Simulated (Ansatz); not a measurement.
# C2H3Cl2F (1,1-dichloro-1-fluoroethane) at 6 levels

Aim: a comparison of 6 runs (HF/3-21G, B3LYP/6-31G*, PBE0/def2-SVP, MP2/aug-cc-pVDZ, CASCI(2,2)/ANO-RCC-VTZP, CCSD(T)/6-31G) of C2H3Cl2F (1,1-dichloro-1-fluoroethane). 

The calculation is run with Ansatz 0.2.0.

3 further runs of the same task are left out: 3 for a known fault of the program.

**1. The system as given**

The species is C2H3Cl2F (8 atoms), meant as a singlet with charge 0. As SMILES, `CC(F)(Cl)Cl`. The shape is that of a PBE0-D4/def2-TZVP optimisation.

Bond lengths: C1–C2 1.502 Å, C2–F3 1.348 Å, C2–Cl4 1.776 Å, C2–Cl5 1.776 Å, C1–H6 1.091 Å, C1–H7 1.091 Å, C1–H8 1.088 Å. Some angles: C1–C2–F3 110.1°, C1–C2–Cl4 111.1°, C1–C2–Cl5 111.1°, F3–C2–Cl4 107.6°, F3–C2–Cl5 107.6°, Cl4–C2–Cl5 109.3°, C2–C1–H6 108.9°, C2–C1–H7 108.9°, C2–C1–H8 110.1°, H6–C1–H7 109.8°.

**2. Energy and forces at HF/3-21G (run 1)**

Contents of input.yaml:

```yaml
crystal:
  periodic: [false, false, false]
  atoms:
    - {symbol: C, position_ang: [-0.133500, -0.505900, 0.646300]}
    - {symbol: C, position_ang: [0.199400, 0.391300, -0.511300]}
    - {symbol: F, position_ang: [1.523600, 0.643200, -0.537400]}
    - {symbol: Cl, position_ang: [-0.232400, -0.372700, -2.055900]}
    - {symbol: Cl, position_ang: [-0.641100, 1.950200, -0.373000]}
    - {symbol: H, position_ang: [0.163400, -0.011800, 1.572000]}
    - {symbol: H, position_ang: [0.414900, -1.442000, 0.535900]}
    - {symbol: H, position_ang: [-1.202100, -0.709300, 0.667600]}
basis:
  gaussian:
    orbitals: 3-21G.json
hamiltonian:
  xc: hf
accuracy: high
output: {forces: true, orbitals: {seedname: orbitals}}
```

The basis set 3-21G is read from a file made from the Basis Set Exchange's data (not shown).

Command:

```
$ ansatz run input.yaml --threads 1 --pin off --max-ram 2610MiB --events-out events.jsonl --progress --plain --runs-dir runs
```

The program printed:

```text
Warning: RAYON_NUM_THREADS=1 ignored (pool sized by the plan → 1); use --threads N
Functional definition: HF
  name "HF"
  exchange = exact_x
  correlation = 0
1382 factors; integrals over basis functions are off by at most 9.6e-9 eV
mean field evaluation 1: about -29670.6375 eV, gradient 3.5e1 eV
mean field evaluation 2: about -29671.0572 eV, gradient 3.5e1 eV
mean field evaluation 4: about -29674.5847 eV, gradient 2.3e0 eV
mean field evaluation 8: about -29674.6165 eV, gradient 2.0e-1 eV
mean field evaluation 16: about -29674.6167 eV, gradient 2.1e-7 eV
mean field -29674.61672558 eV, -1090.5220504876 hartree, gradient 1.1e-8 eV, S^2 0.000000; 0 other end points of the search recorded, 0 dependent functions left out
the calculation of the forces begins
reference -29674.61672558 eV, -1090.5220504876 hartree; 29, 29 occupied and 30, 30 virtual orbitals, 1382 factors
Total energy: -29674.61672558 eV, -1090.5220504876 hartree
Atom 0 at    -0.133500    -0.505900     0.646300 Å, force    -0.171230    -0.250388     0.303211 eV/Å
Atom 1 at     0.199400     0.391300    -0.511300 Å, force     0.187692    -0.860930     1.232570 eV/Å
Atom 2 at     1.523600     0.643200    -0.537400 Å, force     1.106842     0.183754     0.014989 eV/Å
Atom 3 at    -0.232400    -0.372700    -2.055900 Å, force    -0.412918    -0.858064    -1.601076 eV/Å
Atom 4 at    -0.641100     1.950200    -0.373000 Å, force    -0.853542     1.643874     0.210588 eV/Å
Atom 5 at     0.163400    -0.011800     1.572000 Å, force    -0.067522    -0.197489    -0.273161 eV/Å
Atom 6 at     0.414900    -1.442000     0.535900 Å, force    -0.153972     0.295799     0.083941 eV/Å
Atom 7 at    -1.202100    -0.709300     0.667600 Å, force     0.364649     0.043443     0.028938 eV/Å
Dipole moment:    -0.145941    -0.331505     0.422200 e Å
```

It took 1.4 s on 1 thread of Arm Neoverse V2, shared host; peak memory 0.15 GiB.

**3. Energy and forces at B3LYP/6-31G(d) (Cartesian functions) (run 2)**

Contents of molecule.yaml:

```yaml
crystal:
  periodic: [false, false, false]
  atoms:
    - symbol: C
      position_ang: [-0.133500, -0.505900, 0.646300]
    - symbol: C
      position_ang: [0.199400, 0.391300, -0.511300]
    - symbol: F
      position_ang: [1.523600, 0.643200, -0.537400]
    - symbol: Cl
      position_ang: [-0.232400, -0.372700, -2.055900]
    - symbol: Cl
      position_ang: [-0.641100, 1.950200, -0.373000]
    - symbol: H
      position_ang: [0.163400, -0.011800, 1.572000]
    - symbol: H
      position_ang: [0.414900, -1.442000, 0.535900]
    - symbol: H
      position_ang: [-1.202100, -0.709300, 0.667600]
basis:
  gaussian:
    orbitals: "6-31G*"
accuracy: high
output: {forces: true, orbitals: {seedname: orbitals}}
hamiltonian:
  xc: {name: B3LYP}
```

Command:

```
$ ansatz run molecule.yaml --threads 1 --pin off --max-ram 2610MiB --events-out events.jsonl --progress --plain --runs-dir runs
```

The program printed, shortened:

```text
Warning: RAYON_NUM_THREADS=1 ignored (pool sized by the plan → 1); use --threads N
Functional definition: B3LYP
  name "B3LYP"
[...]
1990 factors; integrals over basis functions are off by at most 3.9e-9 eV
[...]
mean field -29884.79352291 eV, -1098.2459053263 hartree, gradient 8.8e-9 eV, S^2 0.000000; 0 other end points of the search recorded, 0 dependent functions left out
[...]
reference -29884.79355728 eV, -1098.2459065895 hartree; 29, 29 occupied and 60, 60 virtual orbitals, 1990 factors
Total energy: -29884.79355728 eV, -1098.2459065895 hartree
Atom 0 at    -0.133500    -0.505900     0.646300 Å, force    -0.061495    -0.143399     0.182263 eV/Å
Atom 1 at     0.199400     0.391300    -0.511300 Å, force     0.094747    -0.083317     0.137041 eV/Å
Atom 2 at     1.523600     0.643200    -0.537400 Å, force     0.458838     0.053219     0.037778 eV/Å
Atom 3 at    -0.232400    -0.372700    -2.055900 Å, force    -0.146603    -0.364941    -0.648122 eV/Å
Atom 4 at    -0.641100     1.950200    -0.373000 Å, force    -0.330004     0.675560     0.104968 eV/Å
Atom 5 at     0.163400    -0.011800     1.572000 Å, force     0.032681     0.013107     0.102112 eV/Å
Atom 6 at     0.414900    -1.442000     0.535900 Å, force     0.051284    -0.091206     0.026315 eV/Å
Atom 7 at    -1.202100    -0.709300     0.667600 Å, force    -0.099449    -0.059022     0.057644 eV/Å
Dipole moment:    -0.075085    -0.252644     0.330562 e Å
```

Wall time 11 s (1 thread of Arm Neoverse V2, shared host); peak memory 0.33 GiB.

Run 3 isn't shown in full; the table further down has it.

**4. Energy and gradient at MP2/aug-cc-pVDZ (run 4)**

Contents of job.yaml:

```yaml
crystal:
  periodic: [false, false, false]
  atoms:
    - {symbol: C, position_ang: [-0.133500, -0.505900, 0.646300]}
    - {symbol: C, position_ang: [0.199400, 0.391300, -0.511300]}
    - {symbol: F, position_ang: [1.523600, 0.643200, -0.537400]}
    - {symbol: Cl, position_ang: [-0.232400, -0.372700, -2.055900]}
    - {symbol: Cl, position_ang: [-0.641100, 1.950200, -0.373000]}
    - {symbol: H, position_ang: [0.163400, -0.011800, 1.572000]}
    - {symbol: H, position_ang: [0.414900, -1.442000, 0.535900]}
    - {symbol: H, position_ang: [-1.202100, -0.709300, 0.667600]}
basis:
  gaussian: {orbitals: aug-cc-pVDZ}
accuracy: high
correlation: {method: mp2, frozen_orbitals: {C: 1, Cl: 5, F: 1, H: 0}}
output: {forces: true, orbitals: {seedname: orbitals}}
```

Command:

```
$ ansatz run job.yaml --threads 1 --pin off --max-ram 2610MiB --events-out events.jsonl --progress --plain --runs-dir runs
```

The program printed, shortened:

```text
Warning: RAYON_NUM_THREADS=1 ignored (pool sized by the plan → 1); use --threads N
[... 2 set-up lines as earlier in the session ...]
[...]
3047 factors; integrals over basis functions are off by at most 3.9e-9 eV
[...]
mean field -29822.25239062 eV, -1095.9475611066 hartree, gradient 2.0e-8 eV, S^2 0.000000; 0 other end points of the search recorded, 0 dependent functions left out
13 core orbitals not correlated: weight in the atoms' cores, before any rotation towards them, 1.000 or more for the frozen orbitals, at most 0.000 for the correlated occupied ones
reference -29822.25239062 eV, -1095.9475611066 hartree; 16, 16 occupied and 121, 121 virtual orbitals, 3047 factors
second order -21.58540013 eV of doubles, -0.00000000 eV of singles
[...]
Total energy: -29843.83779075 eV, -1096.7408099301 hartree
Atom 0 at    -0.133500    -0.505900     0.646300 Å, force    -0.012812    -0.089413     0.119563 eV/Å
Atom 1 at     0.199400     0.391300    -0.511300 Å, force    -0.695409    -0.165791     0.058898 eV/Å
Atom 2 at     1.523600     0.643200    -0.537400 Å, force     1.100686     0.213617    -0.027750 eV/Å
Atom 3 at    -0.232400    -0.372700    -2.055900 Å, force    -0.104995    -0.196276    -0.394110 eV/Å
Atom 4 at    -0.641100     1.950200    -0.373000 Å, force    -0.210320     0.400324     0.037338 eV/Å
Atom 5 at     0.163400    -0.011800     1.572000 Å, force     0.092232     0.152495     0.260106 eV/Å
Atom 6 at     0.414900    -1.442000     0.535900 Å, force     0.165841    -0.264687    -0.042348 eV/Å
Atom 7 at    -1.202100    -0.709300     0.667600 Å, force    -0.335223    -0.050268    -0.011697 eV/Å
Dipole moment:    -0.115894    -0.247207     0.313141 e Å
```

It took 39 s on 1 thread of Arm Neoverse V2, shared host; peak memory 0.76 GiB.

Run 5 isn't shown in full; the table further down has it.

**5. Energy and gradient at CCSD(T)/6-31G (run 6)**

Edit molecule.yaml of step 3 so:

```diff
@@ -20,7 +20,6 @@
 basis:
-  gaussian:
-    orbitals: "6-31G*"
+  gaussian: {orbitals: 6-31G}
 accuracy: high
 output: {forces: true, orbitals: {seedname: orbitals}}
-hamiltonian:
-  xc: {name: B3LYP}
+scf: {omitted_lower_state_checks: [cluster_reference, increment]}
+correlation: {method: ccsd_t, frozen_orbitals: {C: 1, Cl: 5, F: 1, H: 0}}
```

Command:

```
$ ansatz run molecule.yaml --threads 1 --pin off --max-ram 2610MiB --events-out events.jsonl --progress --plain --runs-dir runs
```

The program printed:

```text
Warning: RAYON_NUM_THREADS=1 ignored (pool sized by the plan → 1); use --threads N
[... 11 lines left out ...]
13 core orbitals not correlated: weight in the atoms' cores, before any rotation towards them, 1.000 or more for the frozen orbitals, at most 0.000 for the correlated occupied ones
[... 25 lines left out ...]
Total energy: -29828.81676277 eV, -1096.1887973337 hartree
[... 8 lines left out ...]
Dipole moment:    -0.159653    -0.283691     0.352861 e Å
Checks for a lower state left out: cluster_reference, increment
```

It took 17 s on 1 thread of Arm Neoverse V2, shared host; peak memory 0.32 GiB.

**6. Overview of the runs**

```
run                                                                level  Cartesian functions  frozen core orbitals   energy (Eh)  dipole moment (D)  HOMO energy (eV)  LUMO energy (eV)  wall time
  1                                                             HF/3-21G                   no                     –  -1090.522050               2.67            -12.45              3.95      1.4 s
  2                                   B3LYP/6-31G* (Cartesian functions)                  yes                     –  -1098.245907               2.03             -8.47             -0.31       11 s
  3                                                        PBE0/def2-SVP                   no                     –  -1097.345792               1.96             -8.70              0.45       11 s
  4                                                      MP2/aug-cc-pVDZ                   no                    13  -1096.740810               2.00            -12.30              0.98       39 s
  5  CASCI(2,2)/ANO-RCC-VTZP (sfX2C, density fitting with cc-pVTZ-jkfit)                   no                     –  -1098.973504                  –                 –                 –      3.9 s
  6                                                        CCSD(T)/6-31G                   no                    13  -1096.188797               2.31            -12.50              3.85       17 s
```

**7. What came out**

| quantity | value |
| --- | --- |
| run 6: total energy | -1096.18880 Eh |
| run 6: dipole moment (correlated density) | 2.31 D |
| run 6: HOMO energy (Hartree–Fock orbitals) | -12.50 eV |
| run 6: LUMO energy (Hartree–Fock orbitals) | 3.85 eV |
| run 6: HOMO–LUMO gap (Hartree–Fock orbitals) | 16.35 eV |
| run 6: correlation energy (13 core orbitals frozen) | -429.6 mEh |
| run 6: (T) correction | -9.83 mEh |
| run 6: T1 diagnostic | 0.010 |
| run 6: largest force on an atom | 3.290 eV/Å |

What this shows: Over runs 1, 2, 3, 4, 6 the dipole moment (its size) runs from 1.96 D (PBE0/def2-SVP) to 2.67 D (HF/3-21G). The two ends differ in method and basis. Over runs 1, 2, 3 the HOMO–LUMO gap runs from 8.15 eV (B3LYP/6-31G*) to 16.40 eV (HF/3-21G). Totals of different functionals can't be ranked against each other. Some runs of one species differ in core potentials or relativity; totals across that change don't compare. All runs together took 84 s, the longest 39 s.
